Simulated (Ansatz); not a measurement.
A trace of molecular dynamics of C$_{4}$H$_{5}$N (10 atoms, charge 0, multiplicity 1).

Level of theory: RKS PBE0-D4/cc-pVDZ in Ansatz 0.2.0.

| Quantity | Value |
| --- | --- |
| ensemble | NVE (velocity Verlet) |
| starting velocities drawn for | 300 K |
| seed | 9628 |

```tsv
time (fs)	T (K)	potential energy less start (eV)	conserved less start (meV/atom)
0	300	0.000	0.00
2.5	232	0.071	0.04
5	136	0.170	0.05
7.5	95	0.212	0.08
10	168	0.137	0.05
12.5	272	0.029	0.04
15	360	-0.062	0.03
17.5	421	-0.125	0.03
20	458	-0.163	0.03
22.5	476	-0.181	0.03
25	465	-0.170	0.04
27.5	465	-0.170	0.04
30	491	-0.197	0.04
32.5	517	-0.224	0.02
35	497	-0.203	0.02
37.5	427	-0.131	0.04
40	373	-0.075	0.07
42.5	420	-0.124	0.06
45	555	-0.263	0.03
47.5	671	-0.383	0.00
50	667	-0.380	0.01
52.5	586	-0.296	0.03
55	511	-0.218	0.05
57.5	495	-0.201	0.04
60	525	-0.232	0.03
62.5	548	-0.256	0.00
65	500	-0.207	0.01
67.5	420	-0.124	0.02
```

Question: Can this run be trusted? Judge the integration.

Answer: The conserved energy stayed within 0.08 meV per atom of its start (net change 0.015 meV per atom), so the integration is sound. The kinetic energy rose, since the run started high on the potential surface and went downhill. A run of 0.068 ps of so small a system gives no equilibrium averages. The orbitals stay closed-shell, which can raise the energy where a bond breaks towards radicals; this wasn't checked here. The time step was 0.5 fs.

Time of the run: 8 min on 2 threads of Arm Neoverse N1, with other jobs on the host, peak memory 0.2 GiB.
